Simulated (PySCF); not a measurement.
Gas-phase reaction: 2 CF2 + C4H6 (butadiene) → 2 CH2CHF + 2 CF

Method: PySCF energies plus ideal-gas RRHO corrections (1 bar). † marks an energy on the PBE0/def2-TZVP geometry and frequencies; other levels use their own. 6-31G* has spherical d functions here. Open shells (unrestricted): CF (multiplicity 2, electronic degeneracy 4); the rest are closed-shell singlets. Spin-orbit splitting is ignored; it lowers the true energy and changes the entropy of CF. B3LYP is the form with VWN-RPA correlation. The harmonic model lacks anharmonicity and excited electronic states, which grow with temperature; levels with a mode under 35 cm⁻¹ are left out. Internal rotation in C4H6 (butadiene) is treated as a harmonic vibration of one conformer, which makes the entropy rough.

```json
[
 {"level": "B3LYP/6-31G*", "ΔE electronic, kJ": "470", "ΔH°(298 K), kJ": "462", "ΔS°(298 K), J/K": "173", "ΔG°(600 K), kJ": "358"},
 {"level": "BLYP/def2-TZVP†", "ΔE electronic, kJ": "457", "ΔH°(298 K), kJ": "449", "ΔS°(298 K), J/K": "173", "ΔG°(600 K), kJ": "345"},
 {"level": "r2SCAN/def2-TZVP†", "ΔE electronic, kJ": "479", "ΔH°(298 K), kJ": "471", "ΔS°(298 K), J/K": "173", "ΔG°(600 K), kJ": "367"},
 {"level": "ωB97M-V/def2-TZVP†", "ΔE electronic, kJ": "494", "ΔH°(298 K), kJ": "485", "ΔS°(298 K), J/K": "173", "ΔG°(600 K), kJ": "381"},
 {"level": "ωB97X-V/def2-TZVP†", "ΔE electronic, kJ": "478", "ΔH°(298 K), kJ": "470", "ΔS°(298 K), J/K": "173", "ΔG°(600 K), kJ": "366"}
]
```
ΔH° is lowest at BLYP/def2-TZVP† and highest at ωB97M-V/def2-TZVP†. No reference value is set beside these.
